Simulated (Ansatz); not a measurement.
Frontier orbitals of H3Si−, SMILES `[SiH3-]`.

```json
{"atom": "Si1", "x (Å)": "-0.2710", "y (Å)": "-0.3724", "z (Å)": "-0.4151"}
{"atom": "H2", "x (Å)": "-0.1668", "y (Å)": "1.1562", "z (Å)": "-0.6195"}
{"atom": "H3", "x (Å)": "1.2115", "y (Å)": "-0.5297", "z (Å)": "-0.0071"}
{"atom": "H4", "x (Å)": "-0.7737", "y (Å)": "-0.2541", "z (Å)": "1.0417"}
```

The species carries charge -1 and has multiplicity 1. All single points use the PBE0-D4/def2-TZVPD geometry. Basis def2-TZVPPD, Ansatz.

Orbital energies of one run (eV). Highest occupied ones, from the top: -0.56, -3.99, -3.99, -9.56, -97.99, -98.04, -98.04, -145.30, -1819.75. Empty: 5.10, 6.54, 6.54, 7.23, 7.25, 7.25.

Which functional gave them?
A. LC-ωPBE
B. BHLYP
C. LDA (SPW92)
D. r2SCAN0

B. HOMO energies: BHLYP -0.56, LC-ωPBE -2.17, r2SCAN0 0.13, LDA (SPW92) 1.03 eV.

LC-ωPBE has ω = 0.4 bohr⁻¹. A positive HOMO means that the functional doesn't bind the extra electron.
